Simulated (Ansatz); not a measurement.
# CH₂Si+ (doublet): wave-function methods side by side, def2-QZVPP

An exercise on one series of results from a longer session: the logs are not shown, and one member is left open.

The runs use Ansatz 0.2.0, Gaussian basis; def2-QZVPP, core rule «outside noble gas», up to 6 orbitals frozen.

The runs, in order: UHF; ROHF; CCSD(T) on UHF.

2 further runs of the same task are left out: 2 set aside as unsound or not needed.

### The system

The geometry is a PBE0/def2-TZVP stationary point (not a proven minimum) of the parent state, kept for this charge and spin.

4 atoms, charge 1, spin multiplicity 2.

Atoms are counted from 1 here; the program's logs count them from 0.

Bond lengths: Si1–C2 1.775 Å, Si1–H3 1.482 Å, Si1–H4 1.482 Å. Angles: C2–Si1–H3 120.9°, C2–Si1–H4 120.9°, H3–Si1–H4 118.2°.

Coordinates:

```xyz
4

Si    0.0000    0.0000    0.4697
C     0.0000    0.0000   -1.3049
H     0.0000    1.2713    1.2312
H     0.0000   -1.2713    1.2312
```

The first run:

in.yaml

```yaml
crystal:
  periodic: [false, false, false]
  atoms:
    - {symbol: Si, position_ang: [0.000000, 0.000000, 0.469659]}
    - {symbol: C, position_ang: [0.000000, 0.000000, -1.304890]}
    - {symbol: H, position_ang: [0.000000, 1.271280, 1.231239]}
    - {symbol: H, position_ang: [0.000000, -1.271280, 1.231239]}
basis:
  gaussian: {orbitals: "def2-QZVPP.json"}
total_charge: 1
magnetization: {spin_polarized: true, initial_magnetization: 1}
hamiltonian: {xc: hf}
output: {orbitals: {seedname: orbitals}}
```

Started as:

```sh
$ ansatz run in.yaml --threads 1 --pin off --events-out ev --progress --plain --max-ram 2393MiB
```

Among the steps run: UHF; ROHF; CCSD(T) on UHF.

One of the session's tables, all rows but one given; the rest of the session is left out.

It belongs to the step «Misses and costs». 

| method | from UCCSD(T) (meV) |
| --- | --- |
| ROHF | +6831.2 |
| UHF | +6183.1 |
| UMP2 | +1307.8 |
| UCCSD | ? |
| UCCSD(T) | 0 |

Q: Estimate the row for UCCSD from the others.

As computed: from UCCSD(T) (meV): +244.9. In the column «from UCCSD(T) (meV)» it lies between UCCSD(T) (0) and UMP2 (+1307.8).

Caveats from the session: The determinant is far from a pure spin state, so its energy mixes those of several spin states (harmless only where they are near-degenerate, as at dissociation).
